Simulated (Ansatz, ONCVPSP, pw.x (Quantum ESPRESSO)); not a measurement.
# pw.x on bcc P: one setting changed

Potential: optimised norm-conserving Vanderbilt (ONCV), ONCVPSP 4.0.1.1 (patched build), PBEsol; core [Ne], reference 3s2 3p3; waves: 3s: rc 1.35 bohr, ncon 3, nbas 7, qcut 6.1 1/bohr, 1 projector; 3p: rc 2.00 bohr, ncon 4, nbas 7, qcut 4.6 1/bohr, 2 projectors, debl 0.35 Ha; d scattering state at 0.31 Ha: rc 2.00 bohr, ncon 3, nbas 8, qcut 5.1 1/bohr, 2 projectors, debl 3.2 Ha; local part: polynomial inside 0.90 bohr (lpopt 4, dvloc0 4 Ha); core correction: Teter function, fcfact 3, rcfact 1.55.

The reference run (k-mesh 15³, cutoffs 50/200 Ry, Fermi–Dirac 0.01 Ry, mixing_beta 0.4, conv_thr 1e-9, no spin) gives -1.64 GPa at 13.798 Å³/atom, where all-electron LAPW gives -1.04 GPa. This run, with its own iteration cap, changes k-mesh shift to 1.

```
&control
  calculation='scf', prefix='x', pseudo_dir='./', outdir='./tmp', tstress=.true., disk_io='none'
/
&system
  ibrav=0, nat=1, ntyp=1, ecutwfc=50, ecutrho=200, nbnd=9,
  occupations='smearing', smearing='fd', degauss=0.01
/
&electrons
  conv_thr=1e-09, mixing_beta=0.4, electron_maxstep=60
/
ATOMIC_SPECIES
P 1.0 P.UPF
CELL_PARAMETERS angstrom
  -1.51095681 1.51095681 1.51095681
  1.51095681 -1.51095681 1.51095681
  1.51095681 1.51095681 -1.51095681
ATOMIC_POSITIONS crystal
P 0.0000 0.0000 0.0000
K_POINTS automatic
15 15 15 1 1 1
```

```bash
pw.x < P.scf.in > P.scf.out
```

Q: How does the run end?

A: It converges in 5 iterations; the free energy moves by +2.7 meV/atom and the pressure by +0.19 GPa.

```
Message from routine setup:
     using ibrav=0 with symmetry is DISCOURAGED, use correct ibrav instead
     lattice parameter (alat)  =       4.9455  a.u.
     unit-cell volume          =      93.1135 (a.u.)^3
     number of electrons       =         5.00
     number of Kohn-Sham states=            9
     kinetic-energy cutoff     =      50.0000  Ry
     charge density cutoff     =     200.0000  Ry
     scf convergence threshold =      1.0E-09
     Exchange-correlation= PBESOL
     number of k points=   120  Fermi-Dirac smearing, width (Ry)=  0.0100
     iteration #  1     ecut=    50.00 Ry     beta= 0.40
     total energy              =     -14.10907962 Ry
     estimated scf accuracy    <       0.00231961 Ry
     iteration #  2     ecut=    50.00 Ry     beta= 0.40
     total energy              =     -14.10891788 Ry
     estimated scf accuracy    <       0.00066639 Ry
     iteration #  3     ecut=    50.00 Ry     beta= 0.40
     total energy              =     -14.10896275 Ry
     estimated scf accuracy    <       0.00001042 Ry
     iteration #  4     ecut=    50.00 Ry     beta= 0.40
     total energy              =     -14.10896332 Ry
     estimated scf accuracy    <       0.00000001 Ry
     iteration #  5     ecut=    50.00 Ry     beta= 0.40
     the Fermi energy is    11.8221 ev
!    total energy              =     -14.10896333 Ry
     estimated scf accuracy    <          5.5E-10 Ry
     smearing contrib. (-TS)   =      -0.00184719 Ry
     The total energy is F=E-TS. E is the sum of the following terms:
     one-electron contribution =       6.18053362 Ry
     hartree contribution      =       0.18921013 Ry
     xc contribution           =      -4.54490703 Ry
     ewald contribution        =     -15.93195286 Ry
     convergence has been achieved in   5 iterations
          total   stress  (Ry/bohr**3)                   (kbar)     P=      -14.53
     Message from routine punch:
     Nothing written, as per user request (disk_io='none')
```

The run took about 10 s on one core of a shared host (Neoverse-N1, 64 threads, 124 GiB, load 42).
